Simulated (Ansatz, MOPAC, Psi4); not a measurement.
Enthalpy of formation at 298 K: 6 cases among radicals of small inorganics of H, N, O, F and Cl, in kcal/mol, species as SMILES. Conventions: open shells spin-unrestricted; 6-311+G** with 5d, 6d on Na to Ar in Ansatz (a quantum-chemistry and plane-wave program); 6-31G* and kin with 6d, 5d where marked; PM7 with its own dispersion and hydrogen-bond terms; valence correlation only; non-relativistic; no dispersion term unless named; no spin-orbit coupling. Ab initio and DFT rows: single points at B3LYP-D3(BJ) geometries (Ansatz), with unscaled harmonic terms from B3LYP/6-31G* (Ansatz) at its own minima, enthalpies of formation by atomisation with measured atoms. Semi-empirical rows: MOPAC heats of formation at their own minima for 298 K. A UHF reference is markedly spin-contaminated in at least one set, which strains HF and MP2.

Measured values: Active Thermochemical Tables 1.112 (ions: stationary electron), as tabulated in the package chemicals; G2/97 table in ASE (Curtiss et al.); G2/97 table in ASE (Curtiss et al.), the entry of H2N doubted and unchecked; G2/97 table in ASE (Curtiss et al.), the entry of HO doubted and unchecked; they hold spin-orbit and core effects, anharmonicity. 

```tsv
species	atoms	measured	error of AM1 (MOPAC)	error of PM7 (MOPAC)	error of PBE0/6-31G* (Ansatz)	error of wB97X-D/6-311+G** (Psi4)	error of MP2/6-31G* (Ansatz)	error of B3LYP-D3(BJ)/def2-TZVPD (Ansatz + dftd3)	error of B2PLYP-D3(BJ)/def2-TZVPD (Ansatz + dftd3)
[N]=O	2	21.8	-21.0	0.5	2.2	3.1	13.4	-2.7	-0.9
[O]Cl	2	24.2	6.9	-2.6	4.6	8.1	18.7	-2.0	1.1
[OH] (HO)	2	9.4	-8.8	-2.1	6.7	0.9	16.9	-1.1	1.3
[NH2] (NH2)	3	45.1	-7.4	-3.4	6.0	1.3	32.9	-5.5	0.3
[O]N=O	3	8.1	-24.7	-13.6	-2.9	3.1	13.3	-6.2	-4.0
[O]O (HO2)	3	2.9	-14.7	0.3	3.0	2.2	24.6	-2.6	2.1
```

```tsv
level	cases	mean signed error	mean absolute error	median absolute error	largest absolute error
AM1 (MOPAC)	6	-11.62	13.92	11.75	24.7
PM7 (MOPAC)	6	-3.48	3.75	2.35	13.6
PBE0/6-31G* (Ansatz)	6	3.27	4.23	3.80	6.7
wB97X-D/6-311+G** (Psi4)	6	3.12	3.12	2.65	8.1
MP2/6-31G* (Ansatz)	6	19.97	19.97	17.80	32.9
B3LYP-D3(BJ)/def2-TZVPD (Ansatz + dftd3)	6	-3.35	3.35	2.65	6.2
B2PLYP-D3(BJ)/def2-TZVPD (Ansatz + dftd3)	6	-0.02	1.62	1.20	4.0
```

AM1 lies above in 1 of 6 cases and within 2 kcal/mol in 0; mean signed error -11.62 kcal/mol, mean absolute 13.92 kcal/mol (12.23 over the 3 cases of up to 2 atoms, 15.60 over the larger). These figures hold for the species listed.

How the rows were picked: cases drawn at random among the computed members of the class that have a tabulated value. The batch they came from held 9 cases of this property in the class: 6 with a tabulated value, 3 with clean coupled cluster alone, 0 with neither, which enter no statistics. The levels are drawn from those run on every case listed, the commonest habits more often. No case is left out for the size of its miss. Left out are saddle points of the reference geometry, anions that the best level run finds unbound, excited spin states, species near biochemistry, 298 K rows of species without real B3LYP wavenumbers, cases with under five habitual levels, runs that failed or that the program found above a lower state of the same kind, table entries that another table contradicts, and a share of species set aside by lot.
